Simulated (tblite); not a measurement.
Compound: C5H8F (doublet state).
Geometry (GFN2-xTB, Å), atoms numbered from 1 in this order:
```xyz
14
C5H8F angstrom
F      2.511    0.974   -0.032
C      1.698   -0.091   -0.336
C      0.431   -0.064    0.520
C     -0.557   -1.131    0.228
C     -1.628   -0.185   -0.161
C     -0.647    0.969    0.119
H      1.460   -0.016   -1.402
H      2.279   -1.000   -0.145
H      0.750    0.007    1.568
H     -0.473   -2.197    0.176
H     -1.974   -0.264   -1.198
H     -2.519   -0.197    0.475
H     -0.383    1.559   -0.756
H     -0.947    1.638    0.921
```

Level: GFN2-xTB in tblite, geometry and Hessian alike; calculated harmonic values, unscaled, isolated species. The method is semi-empirical: single wavenumbers can be off by several per cent or more. One conformer, not necessarily the lowest. Open shells enter through the occupations alone, without spin polarisation, and single modes of such species can be off by tens of per cent.

Harmonic wavenumbers (cm⁻¹): 71.1, 108.8, 157.4, 248.5, 391.7, 430.2, 761.1, 767.5, 890.1, 899.1, 983.6, 990.6, 1016.0, 1024.7, 1056.8, 1109.0, 1146.8, 1154.2, 1185.4, 1201.9, 1220.7, 1246.0, 1266.6, 1285.7, 1314.9, 1442.7, 1446.7, 1474.6, 2872.4, 2882.2, 2927.1, 2940.9, 2951.6, 3023.7, 3031.4, 3155.9.

A = 8838, B = 2254, C = 1977 MHz; mass 87.061 u (most abundant isotopes); point group C1, symmetry number 1; spin multiplicity 2.

Problem. What is the zero-point energy?

Solution. ½Σν̃ = 25039 cm⁻¹ = 71.59 kcal/mol.

Problem. Give the ideal-gas entropy at 298.15 K and 1 bar in the rigid-rotor, harmonic-oscillator model (classical rotation).

Solution. Translation 39.33, rotation 26.50, vibration 15.24, spin (R ln 2) 1.38: S = 82.5 cal/(mol K).

Problem. And Cp and H(298.15 K) − H(0)?

Solution. Cp = 24.93 cal/(mol K), of which vibrations give 16.98 (their classical limit is 36 R = 71.5); H(298.15 K) − H(0) = 4.80 kcal/mol without the zero-point energy, 2.43 from vibrations.

Problem. What must be added to the electronic energy to get the Gibbs energy at 298.15 K and 1 bar?

Solution. ZPE + [H(298.15 K) − H(0)] − T·S = 71.59 + 4.80 − 24.58 = 51.81 kcal/mol.

Problem. Which modes carry the vibrational entropy at 298.15 K?

Solution. 71.1 cm⁻¹: 4.12; 108.8 cm⁻¹: 3.29; 157.4 cm⁻¹: 2.58; 248.5 cm⁻¹: 1.74; 391.7 cm⁻¹: 0.99; 430.2 cm⁻¹: 0.86 cal/(mol K); the other 30 give 1.65 together.

Problem. Blend soft modes into free rotors: weight 1/[1 + (100 cm⁻¹/ν̃)⁴] for the oscillator and the rest for a rotor with moment μB/(μ + B), μ = h/(8π²ν), B = 10⁻⁴⁴ kg m². What vibrational entropy results?

Solution. 14.27 cal/(mol K) in place of 15.24, which changes −T·S at 298.15 K by +0.29 kcal/mol.

Problem. How do the functions run with temperature in this model?

Solution. 
```json
{"T (K)": "50", "S (cal/(mol K))": "54.4", "Cp (cal/(mol K))": "10.8", "H − H(0) (kcal/mol)": "0.45", "G − H(0) (kcal/mol)": "-2.27", "ln q(vib)": "0.19"}
{"T (K)": "100", "S (cal/(mol K))": "62.9", "Cp (cal/(mol K))": "13.9", "H − H(0) (kcal/mol)": "1.07", "G − H(0) (kcal/mol)": "-5.22", "ln q(vib)": "0.82"}
{"T (K)": "373.15", "S (cal/(mol K))": "88.7", "Cp (cal/(mol K))": "30.5", "H − H(0) (kcal/mol)": "6.88", "G − H(0) (kcal/mol)": "-26.20", "ln q(vib)": "4.61"}
{"T (K)": "500", "S (cal/(mol K))": "98.8", "Cp (cal/(mol K))": "39.2", "H − H(0) (kcal/mol)": "11.32", "G − H(0) (kcal/mol)": "-38.10", "ln q(vib)": "6.45"}
{"T (K)": "750", "S (cal/(mol K))": "117.2", "Cp (cal/(mol K))": "51.3", "H − H(0) (kcal/mol)": "22.75", "G − H(0) (kcal/mol)": "-65.15", "ln q(vib)": "10.20"}
{"T (K)": "1000", "S (cal/(mol K))": "133.1", "Cp (cal/(mol K))": "59.0", "H − H(0) (kcal/mol)": "36.60", "G − H(0) (kcal/mol)": "-96.49", "ln q(vib)": "13.89"}
```

q(vib) and H(0) count from the zero-point level.

Hindered rotation and anharmonicity are outside this model. Other conformers, if any are populated, would add a mixing term that is left out. The structure is chiral; the term R ln 2 for an equal mix with its mirror image is left out.
